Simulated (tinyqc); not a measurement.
UHF in the sto-3g basis, for BH3, spin multiplicity 1, step by step (part 2 of 3). Computed by tinyqc, a small Python program that keeps every step (integrals from PySCF). Command: `OMP_NUM_THREADS=1 python tinyqc.py 22311 22312 out.jsonl` (the two numbers bound the seeds that draw the settings). One thread of a shared host (Intel(R) Xeon(R) Processor @ 2.60GHz), about 0.1 s of CPU time with the checks.

Geometry (angstrom):
```
atom          x          y         z
B      0.000000   0.000000  0.024000
H      1.286000   0.000000  0.000000
H     -0.643000   1.113000  0.000000
H     -0.643000  -1.113000  0.000000
```

## Iteration 1: diagonalisation and new density

F(alpha) (hartree), lower triangle:
```
            1B 1s      1B 2s     1B 2px     1B 2py     1B 2pz      2H 1s      3H 1s      4H 1s
1B 1s   -6.094698
1B 2s   -1.875508  -0.645199
1B 2px  -0.000707  -0.004037   0.215307
1B 2py  -0.000502  -0.009624  -0.000100   0.395646
1B 2pz  -0.000480   0.011247   0.000020  -0.276347   0.629416
2H 1s   -0.387936  -0.308364  -0.164872  -0.001654   0.004547  -0.033363
3H 1s   -0.387243  -0.308198   0.082294  -0.096863  -0.067041  -0.084711  -0.031262
4H 1s   -0.387144  -0.303895   0.081895   0.092863   0.076214  -0.084096  -0.096910  -0.029395
```

F(beta) (hartree), lower triangle:
```
            1B 1s      1B 2s     1B 2px     1B 2py     1B 2pz      2H 1s      3H 1s      4H 1s
1B 1s   -6.094698
1B 2s   -1.875508  -0.645199
1B 2px  -0.000707  -0.004037   0.215307
1B 2py   0.000502   0.009624   0.000100   0.395646
1B 2pz  -0.000480   0.011247   0.000020   0.276347   0.629416
2H 1s   -0.387936  -0.308364  -0.164872   0.001654   0.004547  -0.033363
3H 1s   -0.387144  -0.303895   0.081895  -0.092863   0.076214  -0.084096  -0.029395
4H 1s   -0.387243  -0.308198   0.082294   0.096863  -0.067041  -0.084711  -0.096910  -0.031262
```

X:
```
                1          2          3          4          5          6          7          8
1B 1s   -0.375164   0.000000  -0.000919   0.952848   0.113783   0.000000   0.000224   0.196609
1B 2s    1.355508   0.000000   0.002492  -0.026791   0.014486   0.000000   0.000418   0.479382
1B 2px  -0.002648   0.000000   1.074437   0.000038  -0.000001   0.000000   0.594562  -0.000386
1B 2py   0.000000   1.074489   0.000000   0.000000   0.000000   0.594628   0.000000   0.000000
1B 2pz  -0.023994   0.000000  -0.000038  -0.123261   0.992230   0.000000  -0.000004  -0.008336
2H 1s   -0.651720   0.000000  -0.944750  -0.199335  -0.023899   0.000000   0.451582   0.293389
3H 1s   -0.655127  -0.817332   0.470589  -0.199138  -0.023876   0.390858  -0.225449   0.293866
4H 1s   -0.655127   0.817332   0.470589  -0.199138  -0.023876  -0.390858  -0.225449   0.293866
```

Diagonalise F' = X^T F X, C = X C', fill 4 alpha and 4 beta electrons from the bottom; D(s) = C_occ C_occ^T. Each column has its largest component positive (the first on a tie).

F' = X^T F X (alpha) (hartree), lower triangle:
```
           1          2          3          4          5          6          7          8
1   0.658350
2  -0.002116   0.878981
3   0.002534  -0.000574   0.813261
4   0.550405   0.022720   0.004251  -5.021182
5   0.064673  -0.178501   0.000536  -0.709226   0.540610
6  -0.001791   0.222775  -0.000212   0.027897  -0.218647   0.072046
7  -0.007021  -0.000210   0.125721  -0.003500  -0.000496   0.000203  -0.041809
8   0.187413  -0.003051  -0.003062  -2.128800  -0.266792  -0.003052  -0.001771  -1.184900
```

orbital energies (alpha) (hartree): MO1 -6.105494, MO2 -0.242669, MO3 -0.059986, MO4 -0.032108, MO5 0.547570, MO6 0.711536, MO7 0.831411, MO8 1.065098

coefficients C (alpha):
```
              MO1        MO2        MO3        MO4        MO5        MO6        MO7        MO8
1B 1s    0.986257  -0.221702  -0.003069   0.000062  -0.012116  -0.279698  -0.004178   0.003281
1B 2s    0.053253   0.522223   0.013414  -0.003354   0.050618   1.337630   0.021890  -0.010181
1B 2px   0.000044   0.004123   0.435291  -0.003157   0.000659  -0.025450   1.147940  -0.002610
1B 2py   0.000170   0.007627  -0.002526  -0.370865   0.501690  -0.014852   0.001698   1.057633
1B 2pz  -0.000204  -0.006570  -0.001915  -0.266783   0.829989  -0.047243  -0.002601  -0.487872
2H 1s   -0.008935   0.309628   0.575000   0.001207  -0.019044  -0.664286  -0.882828   0.000688
3H 1s   -0.009211   0.318874  -0.300723  -0.508799  -0.510556  -0.668243   0.420787  -0.559915
4H 1s   -0.009121   0.311787  -0.292910   0.523809   0.475549  -0.691818   0.422136   0.555368
```

F' = X^T F X (beta) (hartree), lower triangle:
```
           1          2          3          4          5          6          7          8
1   0.658350
2   0.002116   0.878981
3   0.002534   0.000574   0.813261
4   0.550405  -0.022720   0.004251  -5.021182
5   0.064673   0.178501   0.000536  -0.709226   0.540610
6   0.001791   0.222775   0.000212  -0.027897   0.218647   0.072046
7  -0.007021   0.000210   0.125721  -0.003500  -0.000496  -0.000203  -0.041809
8   0.187413   0.003051  -0.003062  -2.128800  -0.266792   0.003052  -0.001771  -1.184900
```

orbital energies (beta) (hartree): MO1 -6.105494, MO2 -0.242669, MO3 -0.059986, MO4 -0.032108, MO5 0.547570, MO6 0.711536, MO7 0.831411, MO8 1.065098

coefficients C (beta):
```
              MO1        MO2        MO3        MO4        MO5        MO6        MO7        MO8
1B 1s    0.986257  -0.221702  -0.003069   0.000062  -0.012116  -0.279698  -0.004178  -0.003281
1B 2s    0.053253   0.522223   0.013414  -0.003354   0.050618   1.337630   0.021890   0.010181
1B 2px   0.000044   0.004123   0.435291  -0.003157   0.000659  -0.025450   1.147940   0.002610
1B 2py  -0.000170  -0.007627   0.002526   0.370865  -0.501690   0.014852  -0.001698   1.057633
1B 2pz  -0.000204  -0.006570  -0.001915  -0.266783   0.829989  -0.047243  -0.002601   0.487872
2H 1s   -0.008935   0.309628   0.575000   0.001207  -0.019044  -0.664286  -0.882828  -0.000688
3H 1s   -0.009121   0.311787  -0.292910   0.523809   0.475549  -0.691818   0.422136  -0.555368
4H 1s   -0.009211   0.318874  -0.300723  -0.508799  -0.510556  -0.668243   0.420787   0.559915
```

D(alpha) after iteration 1, lower triangle:
```
            1B 1s      1B 2s     1B 2px     1B 2py     1B 2pz      2H 1s      3H 1s     4H 1s
1B 1s    1.021865
1B 2s   -0.063299   0.275744
1B 2px  -0.002207   0.008005   0.189505
1B 2py  -0.001538   0.005202   0.000103   0.137606
1B 2pz   0.001245  -0.002573  -0.000018   0.098895   0.071220
2H 1s   -0.079222   0.168928   0.251565   0.000460  -0.003455   0.426576
3H 1s   -0.078888   0.163706  -0.127981   0.191886   0.134222  -0.074715   0.451076
4H 1s   -0.077188   0.156650  -0.127869  -0.191146  -0.141229  -0.071172  -0.078924  0.457467
```

D(beta) after iteration 1, lower triangle:
```
            1B 1s      1B 2s     1B 2px     1B 2py     1B 2pz      2H 1s      3H 1s     4H 1s
1B 1s    1.021865
1B 2s   -0.063299   0.275744
1B 2px  -0.002207   0.008005   0.189505
1B 2py   0.001538  -0.005202  -0.000103   0.137606
1B 2pz   0.001245  -0.002573  -0.000018  -0.098895   0.071220
2H 1s   -0.079222   0.168928   0.251565  -0.000460  -0.003455   0.426576
3H 1s   -0.077188   0.156650  -0.127869   0.191146  -0.141229  -0.071172   0.457467
4H 1s   -0.078888   0.163706  -0.127981  -0.191886   0.134222  -0.074715  -0.078924  0.451076
```

## Iteration 2: building the Fock matrix

core Hamiltonian H = T + V (hartree), lower triangle:
```
             1B 1s      1B 2s     1B 2px     1B 2py     1B 2pz      2H 1s      3H 1s      4H 1s
1B 1s   -13.555736
1B 2s    -3.519855  -4.616973
1B 2px    0.000023   0.000172  -3.874199
1B 2py    0.000000   0.000000   0.000000  -3.874197
1B 2pz    0.000891   0.008104  -0.000004   0.000000  -3.716754
2H 1s    -0.705785  -1.754612  -1.636964   0.000000   0.032013  -2.978564
3H 1s    -0.706765  -1.756144   0.819445  -1.418348   0.032049  -0.344130  -2.979599
4H 1s    -0.706765  -1.756144   0.819445   1.418348   0.032049  -0.344130  -0.344751  -2.979599
```

nuclear repulsion = 6.88620130 hartree

Given earlier and not repeated: Two-electron integrals (ij|kl) in chemists' order.

J_ij = sum D_kl (ij|kl) with D = D(alpha) + D(beta), K_ij = sum D_kl (ik|jl) for each spin; F = H + J - K(s); E = tr D H + tr D J / 2 - 0.5 sum_s tr D(s) K(s) + E_nn.

Coulomb J (hartree), lower triangle:
```
            1B 1s      1B 2s     1B 2px     1B 2py     1B 2pz     2H 1s     3H 1s     4H 1s
1B 1s    8.939428
1B 2s    1.857005   4.134486
1B 2px   0.000607   0.001493   4.188357
1B 2py   0.000000   0.000000   0.000000   4.180445
1B 2pz  -0.001720  -0.011696   0.000036   0.000000   4.021398
2H 1s    0.367742   1.580386   1.615491   0.000000  -0.032456  3.241035
3H 1s    0.368110   1.580502  -0.808045   1.397352  -0.032501  0.291713  3.242215
4H 1s    0.368110   1.580502  -0.808045  -1.397352  -0.032501  0.291713  0.292332  3.242215
```

exchange K(alpha) (hartree), lower triangle:
```
            1B 1s      1B 2s     1B 2px     1B 2py     1B 2pz     2H 1s     3H 1s     4H 1s
1B 1s    2.939030
1B 2s    0.548069   0.622856
1B 2px   0.000018   0.004082   0.495599
1B 2py  -0.000045   0.003660   0.000077   0.450928
1B 2pz   0.000021  -0.008894   0.000057   0.102660   0.152990
2H 1s    0.110673   0.343251   0.365453   0.000546  -0.007078  0.631048
3H 1s    0.110293   0.340043  -0.181878   0.298127   0.055318  0.063824  0.625521
4H 1s    0.110485   0.338155  -0.182009  -0.297344  -0.069621  0.064201  0.069634  0.628824
```

exchange K(beta) (hartree), lower triangle:
```
           1B 1s      1B 2s     1B 2px     1B 2py     1B 2pz     2H 1s     3H 1s     4H 1s
1B 1s   2.939030
1B 2s   0.548069   0.622856
1B 2px  0.000018   0.004082   0.495599
1B 2py  0.000045  -0.003660  -0.000077   0.450928
1B 2pz  0.000021  -0.008894   0.000057  -0.102660   0.152990
2H 1s   0.110673   0.343251   0.365453  -0.000546  -0.007078  0.631048
3H 1s   0.110485   0.338155  -0.182009   0.297344  -0.069621  0.064201  0.628824
4H 1s   0.110293   0.340043  -0.181878  -0.298127   0.055318  0.063824  0.069634  0.625521
```

F(alpha) (hartree), lower triangle:
```
            1B 1s      1B 2s     1B 2px     1B 2py     1B 2pz      2H 1s      3H 1s      4H 1s
1B 1s   -7.555338
1B 2s   -2.210919  -1.105343
1B 2px   0.000612  -0.002417  -0.181441
1B 2py   0.000045  -0.003660  -0.000077  -0.144680
1B 2pz  -0.000850   0.005303  -0.000025  -0.102660   0.151655
2H 1s   -0.448716  -0.517477  -0.386926  -0.000546   0.006635  -0.368577
3H 1s   -0.448948  -0.515685   0.193278  -0.319124  -0.055770  -0.116240  -0.362905
4H 1s   -0.449140  -0.513797   0.193409   0.318341   0.069169  -0.116618  -0.122053  -0.366208
```

F(beta) (hartree), lower triangle:
```
            1B 1s      1B 2s     1B 2px     1B 2py     1B 2pz      2H 1s      3H 1s      4H 1s
1B 1s   -7.555338
1B 2s   -2.210919  -1.105343
1B 2px   0.000612  -0.002417  -0.181441
1B 2py  -0.000045   0.003660   0.000077  -0.144680
1B 2pz  -0.000850   0.005303  -0.000025   0.102660   0.151655
2H 1s   -0.448716  -0.517477  -0.386926   0.000546   0.006635  -0.368577
3H 1s   -0.449140  -0.513797   0.193409  -0.318341   0.069169  -0.116618  -0.366208
4H 1s   -0.448948  -0.515685   0.193278   0.319124  -0.055770  -0.116240  -0.122053  -0.362905
```

total energy of this density = -25.97425991 hartree

## Iteration 2: diagonalisation and new density

As before.

F' = X^T F X (alpha) (hartree), lower triangle:
```
           1          2         3          4          5          6          7          8
1   0.463428
2  -0.000098   0.628625
3   0.000151  -0.000800  0.629648
4   0.758150   0.001854  0.003690  -6.320994
5   0.087336  -0.008068  0.000478  -0.809825   0.050341
6  -0.001777   0.104597  0.000448   0.013590  -0.109071  -0.421564
7  -0.004175   0.000408  0.089635  -0.001976  -0.000342  -0.000324  -0.452798
8   0.185192  -0.002402  0.000488  -2.458800  -0.311519  -0.000270  -0.002303  -1.710041
```

orbital energies (alpha) (hartree): MO1 -7.560590, MO2 -0.660665, MO3 -0.460193, MO4 -0.451422, MO5 0.170369, MO6 0.552421, MO7 0.636845, MO8 0.639881

coefficients C (alpha):
```
              MO1        MO2        MO3        MO4        MO5        MO6        MO7        MO8
1B 1s    0.991338  -0.225176   0.000732  -0.000761  -0.008769  -0.258333  -0.001088   0.000096
1B 2s    0.034434   0.595247   0.000847   0.004316   0.037299   1.308124   0.006328   0.000655
1B 2px  -0.000138   0.004615   0.503849  -0.024623   0.000131  -0.008113   1.086224  -0.271084
1B 2py   0.000021   0.004034   0.022549   0.481522  -0.041332  -0.004133   0.273694   1.095028
1B 2pz  -0.000049  -0.004698   0.008464   0.177022   0.982688  -0.040808  -0.009929  -0.038581
2H 1s   -0.005926   0.279702   0.521483  -0.027671  -0.012792  -0.688498  -0.880441   0.217377
3H 1s   -0.006098   0.274132  -0.246145   0.468339  -0.126517  -0.689651   0.247226  -0.860812
4H 1s   -0.006065   0.274009  -0.290658  -0.449322   0.101560  -0.695603   0.621122   0.638278
```

F' = X^T F X (beta) (hartree), lower triangle:
```
           1          2          3          4          5          6          7          8
1   0.463428
2   0.000098   0.628625
3   0.000151   0.000800   0.629648
4   0.758150  -0.001854   0.003690  -6.320994
5   0.087336   0.008068   0.000478  -0.809825   0.050341
6   0.001777   0.104597  -0.000448  -0.013590   0.109071  -0.421564
7  -0.004175  -0.000408   0.089635  -0.001976  -0.000342   0.000324  -0.452798
8   0.185192   0.002402   0.000488  -2.458800  -0.311519   0.000270  -0.002303  -1.710041
```

orbital energies (beta) (hartree): MO1 -7.560590, MO2 -0.660665, MO3 -0.460193, MO4 -0.451422, MO5 0.170369, MO6 0.552421, MO7 0.636845, MO8 0.639881

coefficients C (beta):
```
              MO1        MO2        MO3        MO4        MO5        MO6        MO7        MO8
1B 1s    0.991338  -0.225176   0.000732   0.000761  -0.008769  -0.258333  -0.001088  -0.000096
1B 2s    0.034434   0.595247   0.000847  -0.004316   0.037299   1.308124   0.006328  -0.000655
1B 2px  -0.000138   0.004615   0.503849   0.024623   0.000131  -0.008113   1.086224   0.271084
1B 2py  -0.000021  -0.004034  -0.022549   0.481522   0.041332   0.004133  -0.273694   1.095028
1B 2pz  -0.000049  -0.004698   0.008464  -0.177022   0.982688  -0.040808  -0.009929   0.038581
2H 1s   -0.005926   0.279702   0.521483   0.027671  -0.012792  -0.688498  -0.880441  -0.217377
3H 1s   -0.006065   0.274009  -0.290658   0.449322   0.101560  -0.695603   0.621122  -0.638278
4H 1s   -0.006098   0.274132  -0.246145  -0.468339  -0.126517  -0.689651   0.247226   0.860812
```

D(alpha) after iteration 2, lower triangle:
```
            1B 1s      1B 2s     1B 2px     1B 2py     1B 2pz      2H 1s      3H 1s     4H 1s
1B 1s    1.033456
1B 2s   -0.099903   0.355524
1B 2px  -0.000788   0.003063   0.254492
1B 2py  -0.001237   0.004499  -0.000476   0.232388
1B 2pz   0.000881  -0.002027  -0.000116   0.085412   0.031431
2H 1s   -0.068454   0.166610   0.264722  -0.000437  -0.001798   0.350979
3H 1s   -0.068309   0.164779  -0.134286   0.221071   0.079536  -0.064608   0.355114
4H 1s   -0.067584   0.160709  -0.134119  -0.221807  -0.083287  -0.062463  -0.063740  0.361490
```

D(beta) after iteration 2, lower triangle:
```
            1B 1s      1B 2s     1B 2px     1B 2py     1B 2pz      2H 1s      3H 1s     4H 1s
1B 1s    1.033456
1B 2s   -0.099903   0.355524
1B 2px  -0.000788   0.003063   0.254492
1B 2py   0.001237  -0.004499   0.000476   0.232388
1B 2pz   0.000881  -0.002027  -0.000116  -0.085412   0.031431
2H 1s   -0.068454   0.166610   0.264722   0.000437  -0.001798   0.350979
3H 1s   -0.067584   0.160709  -0.134119   0.221807  -0.083287  -0.062463   0.361490
4H 1s   -0.068309   0.164779  -0.134286  -0.221071   0.079536  -0.064608  -0.063740  0.355114
```
